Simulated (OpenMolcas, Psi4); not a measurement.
**How methods differ on BCl (SMILES [B]Cl)**

BCl has 2 atoms, charge 0, and is taken as a singlet. As SMILES, `[B]Cl`. The coordinates come from a PBE0-D4/def2-TZVP relaxation.

```tsv
atom	x (Å)	y (Å)	z (Å)
B	0.0000	0.0000	-0.0697
Cl	0.0000	0.0000	1.6482
```

Quantity: the vertical ionisation energy (to the doublet cation), in eV. The values are calculated.

```json
{"level": "HF/def2-TZVPPD", "kind": "Hartree–Fock", "program": "Psi4", "value (eV)": "9.00", "CPU time (all runs)": "24 s"}
{"level": "SVWN5/def2-TZVPPD", "kind": "LDA", "program": "Psi4", "value (eV)": "10.02", "CPU time (all runs)": "26 s"}
{"level": "r2SCAN/def2-TZVPPD", "kind": "meta-GGA", "program": "Psi4", "value (eV)": "9.75", "CPU time (all runs)": "49 s"}
{"level": "B3LYP/def2-TZVPPD", "kind": "global hybrid", "program": "Psi4", "value (eV)": "10.06", "CPU time (all runs)": "35 s"}
{"level": "BHLYP/def2-TZVPPD", "kind": "global hybrid", "program": "Psi4", "value (eV)": "9.97", "CPU time (all runs)": "31 s"}
{"level": "M06-2X/def2-TZVPPD", "kind": "hybrid meta-GGA", "program": "Psi4", "value (eV)": "10.01", "CPU time (all runs)": "46 s"}
{"level": "wB97X/def2-TZVPPD", "kind": "range-separated hybrid", "program": "Psi4", "value (eV)": "10.06", "CPU time (all runs)": "50 s"}
{"level": "MP3/def2-TZVPPD", "kind": "perturbation theory", "program": "Psi4", "value (eV)": "10.05", "CPU time (all runs)": "35 s"}
{"level": "FCI/STO-3G, open shells restricted", "kind": "exact in the basis", "program": "OpenMolcas", "value (eV)": "7.47", "CPU time (all runs)": "4.1 s"}
```

The values span 7.47 to 10.06 eV. High-level rows in very small sets aren't better than simpler rows in larger ones. Times are those of the runs behind each value, whatever else they computed, on shared processors of several kinds: orders of magnitude only.
